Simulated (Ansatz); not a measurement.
Species: C3H7, SMILES `C[CH]C` (charge 0, multiplicity 2), formula C$_{3}$H$_{7}$.

### Question
How many basis functions does Ansatz (an electronic-structure program) with frozen-core CCSD(T)/cc-pVTZ // B3LYP-D3(BJ)/def2-TZVP use, how many core orbitals are frozen, and how many electrons are correlated?

### Answer
188 basis functions and 3 frozen orbitals, which leaves 19 correlated electrons. Core time is of the order of minutes.
